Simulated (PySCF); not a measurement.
One ligand Y is varied and pulled off as a radical: Zn(F)1–Y. Isolated molecules, 0 K electronic values unless said otherwise. One relaxed conformer stands for each flexible species; it need not be the lowest. Multiplicities are imposed; where one is given, others were not computed. Strings in code marks are SMILES.

Method: PBE-D3(BJ)/def2-TZVP // PBE-D3(BJ)/def2-SVP (PySCF). 

```csv
species,dipole moment (D),highest occupied spin orbital (eV)
free radical OH,1.73,?
free radical CH3 (`[CH3]`),0.00,-5.38
free radical OCH3,?,-5.97
free radical SH (`[SH]`),0.87,-6.12
```

Question: Some entries are withheld; supply them.

Answer: 
- free radical OH, highest occupied spin orbital (eV): -7.14
- free radical OCH3, dipole moment (D): 2.10
